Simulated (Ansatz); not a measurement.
hcp Lu, treated with PBEsol (Ansatz, a quantum-chemistry and plane-wave program, plane waves, PAW).

Numerical settings: plane-wave cutoff 520 eV, 24×24×12 k mesh (along the axes of the cell as run), Fermi–Dirac smearing 0.026 eV (set by the program), scalar-relativistic PAW data made under PBE.

Cell (measured lattice):

```cif
data_Lu2
_chemical_formula_sum 'Lu2'
_space_group_name_H-M_alt 'P 1'
_space_group_IT_number 1
_cell_length_a 3.50530
_cell_length_b 3.50530
_cell_length_c 5.54930
_cell_angle_alpha 90.000
_cell_angle_beta 90.000
_cell_angle_gamma 120.000
loop_
_space_group_symop_operation_xyz
  'x, y, z'
loop_
_atom_site_label
_atom_site_type_symbol
_atom_site_fract_x
_atom_site_fract_y
_atom_site_fract_z
_atom_site_occupancy
Lu1 Lu 0.66667 0.33333 0.75000 1
Lu2 Lu 0.33333 0.66667 0.25000 1
```

Question: Give the computed Voigt–Reuss–Hill shear modulus (Hill average), Poisson ratio, elastic constant C66, elastic constant C11, elastic constant C12, elastic constant C13, elastic constant C33 and elastic constant C44.

Answer: 
- Voigt–Reuss–Hill shear modulus (Hill average) = 29.9 GPa
- Poisson ratio = 0.194
- elastic constant C66 = 30.4 GPa
- elastic constant C11 = 83.0 GPa
- elastic constant C12 = 22.2 GPa
- elastic constant C13 = 15.3 GPa
- elastic constant C33 = 78.7 GPa
- elastic constant C44 = 27.7 GPa

Note: the cell isn't this level's own, so it is under some stress, which shifts stiffness and frequencies.

Elastic constants are with the ions relaxed.

Spin–orbit coupling is not included.

Computed values are for the static lattice.
